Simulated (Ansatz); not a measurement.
How far each method lies from full CI for Zr, triplet

A free Zr atom.

Basis def2-TZVPD with its core potentials; Ansatz 0.2.0. Correlated methods freeze the noble-gas cores, which leaves 4 electrons in 36 orbitals. Prefix R: restricted or restricted open-shell reference. Active spaces: valence = (4e, 6o) chosen from the atoms' valence shells. No spin–orbit coupling is included; scalar relativity enters through the core potentials alone. The metal's outer-core shells are frozen, which leaves out core–valence correlation.

Full CI is exact within this basis and frozen core; it isn't the basis-set limit.

For open shells CISD is restricted-active-space CI with the open shells as a complete middle space.

```
UHF ⟨S²⟩                          : 2.015
T1 diagnostic (RCCSD)             : 0.0237
largest doubles amplitude (RCCSD) : 0.093
```

Task: From what is known of these methods and the diagnostics, rank them by the size of their error in total energy against full CI in def2-TZVPD, smallest first (an estimate: the text doesn't fix the numbers).
A. RCCSD
B. RCCSDT
C. RHF
D. NEVPT2 (valence space)
E. MRCISD (valence space)

Result: B (0.09 mEh), E (2.62 mEh), A (3.56 mEh), D (21.98 mEh), C (57.21 mEh).

All errors are against full CI in def2-TZVPD. Within each family the higher level lies nearer, as is usual though not guaranteed.

Natural occupations of full CI about the gap: 1.822 0.971 0.971 0.052 0.052 0.052 0.018 0.018 0.018 0.008; effectively unpaired electrons, Σ n²(2−n)², 2.14.
